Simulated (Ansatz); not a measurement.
A geometry relaxed with PBE0-D3(BJ)/def2-TZVP run with Ansatz (an electronic-structure program), charge 0, multiplicity 2:

```xyz
2

O      0.4865     0.0000     0.0000
H     -0.4865     0.0000     0.0000
```

### Question
Write the SMILES of this molecule.

### Answer
`[OH]`
